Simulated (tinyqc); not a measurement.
Inside a calculation. Method: extended Hueckel theory, for H3O+. The parameters take no account of the charge, which enters only through the electron count. One step of it, computed by the program tinyqc.

Task: Mulliken analysis. P = C n C^T; charge = valence electrons (O 6, H 1) minus the sum of (P S)_ii on the atom; overlap population = 2 sum P_ij S_ij between two atoms.

coefficients, order 1O 2s, 1O 2px, 1O 2py, 1O 2pz, 2H 1s, 3H 1s, 4H 1s:
```
[[0.844886, 0.000000, -0.000028, 0.011292, 0.000000, 0.000354, 1.022961],
 [-0.000011, 0.000000, 0.687064, 0.000003, 0.000000, -0.934870, 0.000515],
 [0.000000, 0.687037, 0.000000, 0.000000, 0.934862, 0.000000, 0.000000],
 [0.001709, 0.000000, -0.000003, 0.999750, 0.000000, -0.000011, -0.031897],
 [0.108219, 0.000000, 0.408214, -0.005944, 0.000000, 0.951243, -0.657001],
 [0.108190, 0.353550, -0.204130, -0.005946, -0.823971, -0.476049, -0.656239],
 [0.108190, -0.353550, -0.204130, -0.005946, 0.823971, -0.476049, -0.656239]]
```

occupations: [2.000000, 2.000000, 2.000000, 2.000000, 0.000000, 0.000000, 0.000000]

overlap S, order 1O 2s, 1O 2px, 1O 2py, 1O 2pz, 2H 1s, 3H 1s, 4H 1s:
```
[[1.000000, 0.000000, 0.000000, 0.000000, 0.436916, 0.436821, 0.436821],
 [0.000000, 1.000000, 0.000000, 0.000000, 0.378796, -0.189341, -0.189341],
 [0.000000, 0.000000, 1.000000, 0.000000, 0.000000, 0.328013, -0.328013],
 [0.000000, 0.000000, 0.000000, 1.000000, -0.011432, -0.011429, -0.011429],
 [0.436916, 0.378796, 0.000000, -0.011432, 1.000000, 0.162935, 0.162935],
 [0.436821, -0.189341, 0.328013, -0.011429, 0.162935, 1.000000, 0.162867],
 [0.436821, -0.189341, -0.328013, -0.011429, 0.162935, 0.162867, 1.000000]]
```

Give: charges; Overlap populations.

Result:

charges: [-0.1923, 0.3974, 0.3974, 0.3974]

Overlap populations:
```
pair      value
2-1    0.584879
3-1    0.584794
3-2   -0.046655
4-1    0.584794
4-2   -0.046655
4-3   -0.046638
```
